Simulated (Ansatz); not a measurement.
Input file for `N=[CH][AlH2]`:

```yaml
crystal:
  periodic: [false, false, false]
  atoms:
    - {symbol: N, position_ang: [-1.402284, -0.663234, 0.033868]}
    - {symbol: C, position_ang: [-0.381156, -0.185792, -0.566146]}
    - {symbol: Al, position_ang: [1.059337, 0.476595, 0.618354]}
    - {symbol: H, position_ang: [-2.115828, -0.996643, -0.622591]}
    - {symbol: H, position_ang: [-0.338488, -0.164643, -1.668707]}
    - {symbol: H, position_ang: [0.843168, 0.416611, 2.182756]}
    - {symbol: H, position_ang: [2.396452, 1.049206, -0.023235]}
basis:
  gaussian: {orbitals: def2-TZVPP}
correlation: {method: ccsd_t}
output: {orbitals: {seedname: orbitals}}
```

```sh
$ ansatz run in.yaml --threads 2 --pin off --events-out ev --progress --plain --max-ram 4352MiB
```

Output of Ansatz, abridged:

```
Functional definition: HF
944 factors; integrals over basis functions are off by at most 1.8e-3 eV
mean field evaluation 1: about -9155.9943 eV, gradient 2.9e1 eV
mean field evaluation 2: about -9155.9988 eV, gradient 2.9e1 eV
mean field evaluation 4: about -9158.2279 eV, gradient 3.4e0 eV
mean field evaluation 8: about -9158.2746 eV, gradient 8.4e-4 eV
mean field -9158.27461077 eV, -336.5603842442 hartree, gradient 2.7e-6 eV, S^2 0.000000; 0 other end points of the search recorded, 0 dependent functions left out; unrestricted orbitals would lower it
7 core orbitals not correlated: weight in the atoms' cores, before any rotation towards them, 1.000 or more for the frozen orbitals, at most 0.000 for the correlated occupied ones
reference -9158.27461077 eV, -336.5603842442 hartree; 8, 8 occupied and 145, 145 virtual orbitals, 944 factors
second order -12.02464627 eV of doubles, -0.00000000 eV of singles
cycle   1  -12.36731701 eV  change   -3.4e-1 eV  update   8.3e-2
cycle   2  -12.77023093 eV  change   -4.0e-1 eV  update   2.7e-2
cycle   3  -12.84346066 eV  change   -7.3e-2 eV  update   1.2e-2
cycle   4  -12.83985825 eV  change    3.6e-3 eV  update   3.2e-3
cycle   5  -12.84125389 eV  change   -1.4e-3 eV  update   1.2e-3
cycle   6  -12.84145564 eV  change   -2.0e-4 eV  update   3.2e-4
cycle   7  -12.84136240 eV  change    9.3e-5 eV  update   1.1e-4
cycle   8  -12.84137363 eV  change   -1.1e-5 eV  update   4.8e-5
cycle   9  -12.84138319 eV  change   -9.6e-6 eV  update   1.9e-5
perturbative correction -0.53932159 eV, -0.0198197027 hartree
Total energy: -9171.65531554 eV, -337.0521160750 hartree
```

Hardware: 2 threads of an Arm Neoverse V2 on a shared host. Wall time 11 s, peak host memory 1.1 GiB.

MP2 recovers 89.9 % of the CCSD(T) correlation energy and the triples give 4.0 %; T1 = 0.0119.
